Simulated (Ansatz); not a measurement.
```yaml
crystal:
  periodic: [false, false, false]
  atoms:
    - {symbol: N, position_ang: [-1.073845, 1.080136, -0.501755]}
    - {symbol: C, position_ang: [-0.070811, 0.204179, -0.219824]}
    - {symbol: C, position_ang: [0.953055, -0.530715, -0.469037]}
    - {symbol: F, position_ang: [1.870287, -0.942576, -1.322406]}
    - {symbol: C, position_ang: [0.311579, -0.849381, 0.813590]}
    - {symbol: H, position_ang: [-1.437718, 1.576199, 0.296631]}
    - {symbol: H, position_ang: [-0.905272, 1.685199, -1.290418]}
    - {symbol: H, position_ang: [-0.321153, -1.739201, 0.917456]}
    - {symbol: H, position_ang: [0.762475, -0.530240, 1.758763]}
basis:
  gaussian: {orbitals: cc-pVTZ}
hamiltonian: {xc: {name: BLYP}}
output: {forces: true}
```

```sh
$ ansatz run in.yaml --threads 2 --pin off --events-out ev --progress --plain --max-ram 4352MiB
```

Shortened log:

```
Functional definition: BLYP
1053 factors; their error is unknown
mean field evaluation 1: about -7367.6574 eV, gradient 7.9e1 eV
mean field evaluation 2: about -7343.2603 eV, gradient 1.2e2 eV
mean field evaluation 4: about -7380.4046 eV, gradient 1.4e1 eV
mean field evaluation 8: about -7380.8052 eV, gradient 1.6e-1 eV
mean field evaluation 16: about -7380.7782 eV, gradient 6.1e-3 eV
mean field -7380.77818674 eV, -271.2385954914 hartree, gradient 2.7e-5 eV, S^2 0.000000; 0 other end points of the search recorded, 0 dependent functions left out
reference -7380.77850334 eV, -271.2386071265 hartree; 19, 19 occupied and 187, 187 virtual orbitals, 1053 factors
Total energy: -7380.77850334 eV, -271.2386071265 hartree
Atom 0 at    -1.073845     1.080136    -0.501755 Å, force    -0.424946     0.014437    -0.142409 eV/Å
Atom 1 at    -0.070811     0.204179    -0.219824 Å, force    -0.204497     0.339946    -0.038462 eV/Å
Atom 2 at     0.953055    -0.530715    -0.469037 Å, force     0.026085     0.031710     0.205606 eV/Å
Atom 3 at     1.870287    -0.942576    -1.322406 Å, force     0.836703    -0.388150    -0.790263 eV/Å
Atom 4 at     0.311579    -0.849381     0.813590 Å, force    -0.056427    -0.342629     0.543507 eV/Å
Atom 5 at    -1.437718     1.576199     0.296631 Å, force    -0.156101     0.221574     0.259456 eV/Å
Atom 6 at    -0.905272     1.685199    -1.290418 Å, force     0.021771     0.250771    -0.267565 eV/Å
Atom 7 at    -0.321153    -1.739201     0.917456 Å, force    -0.098675    -0.149653     0.055654 eV/Å
Atom 8 at     0.762475    -0.530240     1.758763 Å, force     0.056087     0.021993     0.174476 eV/Å
Dipole moment:    -0.286910     0.451547     0.075639 e Å
```

Run time 2.3 s (2 threads of an Arm Neoverse V2 on a shared host); peak host memory 0.21 GiB.
